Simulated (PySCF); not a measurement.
**AlH under electron impact: the energy ladder**

PBE0 in PySCF with def2-TZVPPD on every atom, for the lowest determinant that a PBE0 search found; no spin–orbit coupling.

| species | state (unpaired electrons) | Re (Å) | ωe (cm⁻¹) | energy of the minimum from the neutral (eV) | De (eV) | dissociates to |
| --- | --- | --- | --- | --- | --- | --- |
| AlH | singlet (closed shell) | 1.664 | 1643 | 0.00 | 3.00 | Al + H |
| AlH⁺ | doublet (σ ↑) | 1.619 | 1654 | 8.12 | 0.96 | Al⁺ + H |

**Question.** Work out the lowest energy to break AlH into atoms, from its vibrational ground state.

**Answer.** D0 = De − ωe/2 = 3.00 − 0.10 = 2.90 eV (PBE0/def2-TZVPPD).

**Question.** Work out the ionisation energy of the Al atom at this level and the threshold of dissociative ionisation.

**Answer.** IE(Al) = 8.12 + 0.96 − 3.00 = 6.08 eV, so Al⁺ + H + e⁻ appears at D0 + IE(Al) = 8.98 eV (PBE0/def2-TZVPPD). The measured IE(Al) is 5.986 eV (NIST ASD).

These are thermodynamic thresholds; the onsets seen under electron impact lie higher where the geometry changes, and cross-sections peak well above them.

For an ion De counts to the pair picked by the measured ionisation energies or electron affinities, which need not be the lowest pair at this level. States were picked by a PBE0 search and need not be the measured ground states.
